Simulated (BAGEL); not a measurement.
**C3H3FO+ (SMILES O=C[CH+][CH]F) at UHF/STO-3G (density fitting with qzvpp-jkfit)**

What is the vertical ionisation energy of C3H3FO+ at UHF/STO-3G (density fitting with qzvpp-jkfit)? 

The results are computed with BAGEL 1.2.2.

2 further runs of the same task are left out: 2 set aside as unsound or not needed.

## 1. The structure to begin with

C3H3FO+ has 8 atoms, charge +1, and is taken as a doublet. As SMILES, `O=C[CH+][CH]F`. The coordinates come from a GFN2-xTB relaxation. This is one conformer, not always the lowest.

Bond lengths: O1–C2 1.176 Å, C2–C3 1.464 Å, C3–C4 1.344 Å, C4–F5 1.291 Å, C2–H6 1.130 Å, C3–H7 1.078 Å, C4–H8 1.096 Å. Angles: O1–C2–C3 130.0°, C2–C3–C4 117.4°, C3–C4–F5 123.9°, O1–C2–H6 121.3°, C3–C2–H6 108.8°, C2–C3–H7 120.4°, C4–C3–H7 122.2°, C3–C4–H8 122.1°, F5–C4–H8 114.0°.

## 2. A single-point energy at UHF/STO-3G (density fitting with qzvpp-jkfit)

Input file calc.json:

```json
{ "bagel": [

{
  "title": "molecule",
  "basis": "sto-3g",
  "df_basis": "qzvpp-jkfit",
  "angstrom": true,
  "geometry": [
    { "atom": "O", "xyz": [      -1.062020,       0.458490,       1.557490 ] },
    { "atom": "C", "xyz": [       0.008780,       0.570000,       1.084550 ] },
    { "atom": "C", "xyz": [       0.528960,       0.077050,      -0.192230 ] },
    { "atom": "C", "xyz": [      -0.313010,      -0.615590,      -0.977330 ] },
    { "atom": "F", "xyz": [      -1.541510,      -0.866090,      -0.670790 ] },
    { "atom": "H", "xyz": [       0.832510,       1.125540,       1.622510 ] },
    { "atom": "H", "xyz": [       1.550370,       0.270870,      -0.476290 ] },
    { "atom": "H", "xyz": [      -0.004080,      -1.020270,      -1.947900 ] }
  ]
},

{
  "title": "uhf",
  "charge": 1,
  "nopen": 1
},

{
  "title": "print",
  "file": "orbitals.molden",
  "orbitals": true
}

]}
```

Launch:

```sh
$ BAGEL_NUM_THREADS=1 BAGEL calc.json > calc.out
```

The program printed:

```text
* using 1 threads per process

  ===============================================================
  ===============================================================

  *** Geometry ***

  { "atom" : "O", "xyz" : [     -2.006927,      0.866421,      2.943230 ] },
  { "atom" : "C", "xyz" : [      0.016592,      1.077144,      2.049502 ] },
  { "atom" : "C", "xyz" : [      0.999590,      0.145603,     -0.363262 ] },
  { "atom" : "C", "xyz" : [     -0.591503,     -1.163297,     -1.846886 ] },
  { "atom" : "F", "xyz" : [     -2.913032,     -1.636673,     -1.267609 ] },
  { "atom" : "H", "xyz" : [      1.573216,      2.126962,      3.066100 ] },
  { "atom" : "H", "xyz" : [      2.929775,      0.511870,     -0.900058 ] },
  { "atom" : "H", "xyz" : [     -0.007710,     -1.928031,     -3.680998 ] },

  Number of auxiliary basis functions:      433

  Since a DF basis is specified, we compute 2- and 3-index integrals:
    o Being stored without compression. Storage requirement is 0.003 GB

  Number of basis functions:       28
  Number of electrons      :       38

    * METHOD: MOLECULE                             0.18

  *** Open-shell HF ***

  === Nuclear Repulsion ===
   162.0359002782

      * DIIS with orbital gradients will be used.

  === UHF iteration (sto-3g) ===
      0       -285.20723157          0.06359633           0.03
      1       -285.37060124          0.04516432           0.03
      2       -285.43757082          0.02778842           0.03
      3       -285.47612719          0.00249946           0.03
      4       -285.47860675          0.00127550           0.03
      5       -285.48027911          0.00079899           0.03
      6       -285.48232700          0.00073462           0.03
      7       -285.48472161          0.00062549           0.03
      8       -285.48700704          0.00049293           0.03
      9       -285.48745872          0.00022245           0.03
     10       -285.48761318          0.00011179           0.03
     11       -285.48765260          0.00004934           0.03
     12       -285.48765894          0.00001649           0.03
     13       -285.48765924          0.00000702           0.03
     14       -285.48765927          0.00000444           0.03
     15       -285.48765930          0.00000257           0.03
     16       -285.48765930          0.00000119           0.03
     17       -285.48765931          0.00000079           0.03
     18       -285.48765931          0.00000061           0.03
     19       -285.48765931          0.00000058           0.03
     20       -285.48765931          0.00000057           0.03
     21       -285.48765931          0.00000055           0.03
     22       -285.48765931          0.00000053           0.03
     23       -285.48765931          0.00000049           0.03
     24       -285.48765931          0.00000043           0.03
     25       -285.48765931          0.00000035           0.03
     26       -285.48765931          0.00000015           0.03
     27       -285.48765931          0.00000007           0.03
     28       -285.48765931          0.00000004           0.03
     29       -285.48765931          0.00000002           0.03
     30       -285.48765931          0.00000001           0.03
    * SCF iteration converged.

    * S^2 (UHF) is 0.9849

    * Permanent dipole moment:
           (   -1.329824,     0.294860,     1.415396) a.u.

    * METHOD: UHF                                  1.00

    * METHOD: PRINT                                0.00

  ===============================================================
```

Wall time 1.5 s (1 thread of Intel Xeon Platinum 8259CL at 2.50GHz (Skylake/Cascade Lake), shared host); peak memory 0.078 GiB.

## 3. Singlet [C3H3FO]2+, same level

Input file hf.json:

```json
{ "bagel" : [

{
  "title" : "molecule",
  "basis" : "sto-3g",
  "df_basis" : "qzvpp-jkfit",
  "angstrom" : true,
  "geometry" : [
    { "atom" : "O", "xyz" : [   -1.062020,    0.458490,    1.557490 ] },
    { "atom" : "C", "xyz" : [    0.008780,    0.570000,    1.084550 ] },
    { "atom" : "C", "xyz" : [    0.528960,    0.077050,   -0.192230 ] },
    { "atom" : "C", "xyz" : [   -0.313010,   -0.615590,   -0.977330 ] },
    { "atom" : "F", "xyz" : [   -1.541510,   -0.866090,   -0.670790 ] },
    { "atom" : "H", "xyz" : [    0.832510,    1.125540,    1.622510 ] },
    { "atom" : "H", "xyz" : [    1.550370,    0.270870,   -0.476290 ] },
    { "atom" : "H", "xyz" : [   -0.004080,   -1.020270,   -1.947900 ] }
  ]
},
{ "title" : "hf", "charge" : 2 },
{ "title" : "print", "file" : "orbitals.molden", "orbitals" : true }

]}
```

Launch:

```sh
$ BAGEL_NUM_THREADS=1 BAGEL hf.json > hf.out
```

The program printed:

```text
* using 1 threads per process

  ===============================================================
  ===============================================================

  *** Geometry ***

  { "atom" : "O", "xyz" : [     -2.006927,      0.866421,      2.943230 ] },
  { "atom" : "C", "xyz" : [      0.016592,      1.077144,      2.049502 ] },
  { "atom" : "C", "xyz" : [      0.999590,      0.145603,     -0.363262 ] },
  { "atom" : "C", "xyz" : [     -0.591503,     -1.163297,     -1.846886 ] },
  { "atom" : "F", "xyz" : [     -2.913032,     -1.636673,     -1.267609 ] },
  { "atom" : "H", "xyz" : [      1.573216,      2.126962,      3.066100 ] },
  { "atom" : "H", "xyz" : [      2.929775,      0.511870,     -0.900058 ] },
  { "atom" : "H", "xyz" : [     -0.007710,     -1.928031,     -3.680998 ] },

  Number of auxiliary basis functions:      433

  Since a DF basis is specified, we compute 2- and 3-index integrals:
    o Being stored without compression. Storage requirement is 0.003 GB

  Number of basis functions:       28
  Number of electrons      :       38

    * METHOD: MOLECULE                             0.17

  *** RHF ***

  === Nuclear Repulsion ===
   162.0359002782

      * DIIS with orbital gradients will be used.

  === RHF iteration (sto-3g) ===
      0       -284.41011117          0.04284786           0.01
      1       -283.67344493          0.07564598           0.01
      2       -284.74120846          0.01765552           0.01
      3       -284.80622209          0.00881045           0.01
      4       -284.82708531          0.00273876           0.01
      5       -284.83034470          0.00111298           0.01
      6       -284.83128668          0.00048691           0.01
      7       -284.83142898          0.00012042           0.01
      8       -284.83143976          0.00003697           0.02
      9       -284.83144061          0.00001734           0.02
     10       -284.83144079          0.00001115           0.01
     11       -284.83144092          0.00001017           0.01
     12       -284.83144104          0.00001053           0.01
     13       -284.83144086          0.00000962           0.01
     14       -284.83144041          0.00000648           0.01
     15       -284.83144019          0.00000289           0.01
     16       -284.83144016          0.00000150           0.01
     17       -284.83144016          0.00000071           0.01
     18       -284.83144016          0.00000030           0.01
     19       -284.83144016          0.00000017           0.02
     20       -284.83144016          0.00000013           0.01
     21       -284.83144016          0.00000012           0.01
     22       -284.83144016          0.00000012           0.01
     23       -284.83144016          0.00000012           0.01
     24       -284.83144016          0.00000010           0.01
     25       -284.83144016          0.00000008           0.01
     26       -284.83144016          0.00000004           0.01
     27       -284.83144016          0.00000002           0.01
     28       -284.83144016          0.00000001           0.01
    * SCF iteration converged.

    * Permanent dipole moment:
           (   -1.967065,     0.202878,     1.647084) a.u.

    * METHOD: HF                                   0.50

    * METHOD: PRINT                                0.00

  ===============================================================
```

Run time: 0.9 s. Hardware: 1 thread of Intel Xeon Platinum 8259CL at 2.50GHz (Skylake/Cascade Lake), shared host; peak memory 0.078 GiB.

## 4. Results

At UHF/STO-3G (density fitting with qzvpp-jkfit):

```
                                            quantity          value
                       doublet C3H3FO+: total energy  -285.48766 Eh
                               doublet C3H3FO+: ⟨S²⟩          0.985
                    singlet [C3H3FO]2+: total energy  -284.83144 Eh
                     singlet [C3H3FO]2+: HOMO energy      -24.68 eV
                     singlet [C3H3FO]2+: LUMO energy      -16.70 eV
                   singlet [C3H3FO]2+: HOMO–LUMO gap        7.98 eV
vertical ionisation energy (to the singlet dication)      17.857 eV
```

**Reading.** The vertical ionisation energy comes to 17.86 eV (1723 kJ/mol). Only the singlet of the ionised species was computed; a triplet could lie lower. In a minimal basis such a difference can be off by several eV, whatever the method. ⟨S²⟩ (doublet C3H3FO+) is 0.98 where a pure doublet has 0.75: the reference is spin-contaminated.
